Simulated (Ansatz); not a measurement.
The input, for Ansatz 0.2.0:

```yaml
crystal:
  periodic: [false, false, false]
  atoms:
    - {symbol: Si, position_ang: [0.000000, 0.000000, 0.000000]}
    - {symbol: Ge, position_ang: [0.000000, 0.000000, 2.463500]}
basis:
  gaussian: {orbitals: aug-cc-pVTZ}
magnetization: {spin_polarized: true, initial_magnetization: 4}
correlation: {method: ccsdt_q, electrons: outside_noble_gas}
```

```sh
$ ansatz run in.yaml --threads 2 --pin off --events-out ev --progress --plain --max-ram 16896MiB --backend cuda --devices 0, --max-vram 18GiB
```

Task: Roughly how long does this take on 2 threads of AMD EPYC 7R13 with a shared H100 80 GB, shared host, and how much host memory?

Result: 13 s wall and 0.99 GiB.

```
1177 factors; integrals over basis functions are off by at most 1.7e-7 eV
mean field evaluation 1: about -64333.9323 eV, gradient 5.0e0 eV
mean field evaluation 2: about -64334.0570 eV, gradient 5.1e0 eV
mean field evaluation 4: about -64334.4698 eV, gradient 4.2e-1 eV
mean field evaluation 8: about -64334.4742 eV, gradient 4.8e-2 eV
mean field evaluation 16: about -64333.9317 eV, gradient 5.0e0 eV
mean field evaluation 32: about -64334.4743 eV, gradient 3.0e-5 eV
mean field evaluation 64: about -64334.2929 eV, gradient 2.7e0 eV
mean field evaluation 96: about -64332.2832 eV, gradient 1.1e-1 eV
mean field evaluation 128: about -64332.2972 eV, gradient 1.2e-1 eV
mean field evaluation 160: about -64331.7467 eV, gradient 6.6e-2 eV
mean field evaluation 192: about -64334.4743 eV, gradient 1.5e-3 eV
mean field evaluation 224: about -64332.2518 eV, gradient 3.0e-1 eV
mean field -64334.47427267 eV, -2364.2483220476 hartree, gradient 5.0e-6 eV, S^2 6.012510; 8 other end points of the search recorded, 0 dependent functions left out
determinant -64334.47427267 eV, -2364.2483220476 hartree, with singles and doubles -64338.98462392 eV, -2364.4140743988 hartree
determinant -64332.29764021 eV, -2364.1683322801 hartree, with singles and doubles -64336.57302036 eV, -2364.3254496029 hartree
determinant -64331.74695182 eV, -2364.1480948551 hartree, with singles and doubles -64336.53838921 eV, -2364.3241769313 hartree
19 core orbitals not correlated: weight in the atoms' cores, before any rotation towards them, 1.000 or more for the frozen orbitals, at most 0.000 for the correlated occupied ones
reference -64334.47427267 eV, -2364.2483220476 hartree; 6, 2 occupied and 84, 88 virtual orbitals, 1177 factors
second order -3.72886461 eV of doubles, -0.00000000 eV of singles
cycle   1  -4.23854598 eV  change   -5.1e-1 eV  update   8.7e-2
cycle   2  -4.63979609 eV  change   -4.0e-1 eV  update   4.3e-2
cycle   3  -4.76443484 eV  change   -1.2e-1 eV  update   2.0e-2
cycle   4  -4.74176516 eV  change    2.3e-2 eV  update   6.9e-3
cycle   5  -4.75113394 eV  change   -9.4e-3 eV  update   3.5e-3
cycle   6  -4.75323124 eV  change   -2.1e-3 eV  update   1.6e-3
cycle   7  -4.75174392 eV  change    1.5e-3 eV  update   7.4e-4
cycle   8  -4.75225039 eV  change   -5.1e-4 eV  update   3.3e-4
cycle   9  -4.75251092 eV  change   -2.6e-4 eV  update   1.4e-4
cycle  10  -4.75226051 eV  change    2.5e-4 eV  update   7.6e-5
cycle  11  -4.75231258 eV  change   -5.2e-5 eV  update   4.4e-5
cycle  12  -4.75232801 eV  change   -1.5e-5 eV  update   2.2e-5
cycle  13  -4.75235443 eV  change   -2.6e-5 eV  update   1.2e-5
cycle  14  -4.75235909 eV  change   -4.7e-6 eV  update   4.7e-6
cycle  15  -4.75235335 eV  change    5.7e-6 eV  update   1.9e-6
cycle  16  -4.75235193 eV  change    1.4e-6 eV  update   8.6e-7
cycle  17  -4.75235181 eV  change    1.3e-7 eV  update   3.8e-7
perturbative correction -0.01761227 eV, -0.0006472389 hartree
Total energy: -64339.24423674 eV, -2364.4236149941 hartree
```
